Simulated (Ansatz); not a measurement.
# HNOP: the cost of one run

Computed with Ansatz 0.2.0, Gaussian basis. Level: def2-TZVPP, core rule «outside noble gas», up to 7 orbitals frozen.

Plan: UHF; ROHF; CCSD(T) on UHF.

2 further runs of the same task are left out: 2 set aside as unsound or not needed.

**1. What is computed**

The geometry is a PBE0/def2-TZVP stationary point (not a proven minimum) of the parent state, kept for this charge and spin.

4 atoms, charge 1, spin multiplicity 3.

Atoms are counted from 1 here; the program's logs count them from 0.

Bond lengths: N1–P2 1.551 Å, N1–H4 1.015 Å, P2–O3 1.467 Å. Angles: P2–N1–H4 117.5°, N1–P2–O3 126.9°.

Coordinates:

```xyz
4
HNOP
N     0.0000   -0.3851    1.3715
P     0.0000    0.3274   -0.0059
O     0.0000   -0.3092   -1.3280
H     0.0000    0.1992    2.2018
```

**2. UHF**

in.yaml

```yaml
crystal:
  periodic: [false, false, false]
  atoms:
    - {symbol: N, position_ang: [0.000000, -0.385084, 1.371493]}
    - {symbol: P, position_ang: [0.000000, 0.327392, -0.005904]}
    - {symbol: O, position_ang: [0.000000, -0.309237, -1.327958]}
    - {symbol: H, position_ang: [0.000000, 0.199224, 2.201813]}
basis:
  gaussian: {orbitals: def2-TZVPP}
total_charge: 1
magnetization: {spin_polarized: true, initial_magnetization: 2}
hamiltonian: {xc: hf}
output: {orbitals: {seedname: orbitals}}
```

Run with:

```
ansatz run in.yaml --threads 1 --pin off --events-out ev --progress --plain --max-ram 4096MiB --backend cpu
```

**Question.** How long does this run take on 1 thread of AMD EPYC 7R13, shared host, and how much memory does it need?

About 15 s, with a peak of 0.28 GiB.
